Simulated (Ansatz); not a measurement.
Energy from the minimum to the longest scanned distance (2.9 to 4 times the starting length) of diatomic hydrides, at UKS-PBE and at FCI.

Values in kJ/mol, from Ansatz (a first-principles code). Where two bases are given, the first is that of UKS-PBE. Full CI is exact in its basis, with frozen cores. Scans on which UKS-PBE failed, held another spin at the minimum or broke off are missing, so the means are lower bounds.

| system | basis | UKS-PBE | FCI | UKS-PBE − FCI |
|---|---|---|---|---|
| HLi singlet | aug-cc-pVQZ | 225 | 240 | -15 |
| HSi cation singlet | cc-pVDZ | 300 | 302 | -3 |
| HSi cation singlet | aug-cc-pVTZ | 305 | 323 | -19 |
| HO cation triplet | cc-pVDZ | 295 | 456 | -161 |
| HSi cation singlet | def2-TZVP | 307 | 318 | -11 |
| HAs triplet | def2-TZVP | 285 | 262 | 23 |
| HSi doublet | cc-pVDZ | 294 | 278 | 16 |
| HF cation doublet | def2-SVP | 276 | 360 | -84 |
| HAl singlet | cc-pVDZ | 284 | 284 | 0 |
| HCl cation doublet | aug-cc-pVDZ | 307 | 428 | -121 |

Task: What do these rows say about the size and sign of the error against full CI?

Result: The mean error against full CI is -37 kJ/mol (median -13) and the mean absolute one 45 kJ/mol (median 17); UKS-PBE lies above in 3 and below in 7 of 10 cases. It is closest for HAl singlet (0), HSi cation singlet (-3), HSi cation singlet (-11) and furthest off for HO cation triplet (-161), HCl cation doublet (-121), HF cation doublet (-84).
